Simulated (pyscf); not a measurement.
Thermochemistry of product channels of Cl–InH–Cl + NH₃ on the singlet surface, in kcal/mol, from ωB97M-D3(BJ)/def2-TZVP energies (ideal gas, 1 atm, RRHO with modes under 100 cm⁻¹ raised to 100, one conformer, R ln 2 for chiral ones without a mode under 150 cm⁻¹). Optimised with ωB97X-D3(BJ)/def2-SVP in PySCF.

```csv
products,ΔE,ΔH(298 K),ΔG(900 K),ΔG(1200 K)
H₂N–In(Cl)–Cl + H₂,___,+2.8,+4.6,+4.3
HCl + H₂N–InH–Cl,+24.7,+22.5,+19.3,___
```

**Question.** Some entries are withheld; supply them.

**Answer.** 
- H₂N–In(Cl)–Cl + H₂, ΔE: +5.3
- HCl + H₂N–InH–Cl, ΔG(1200 K): +17.6

These are energies of the channels, which say nothing of barriers. Elements past Kr carry the def2 core potentials, without spin-orbit coupling.
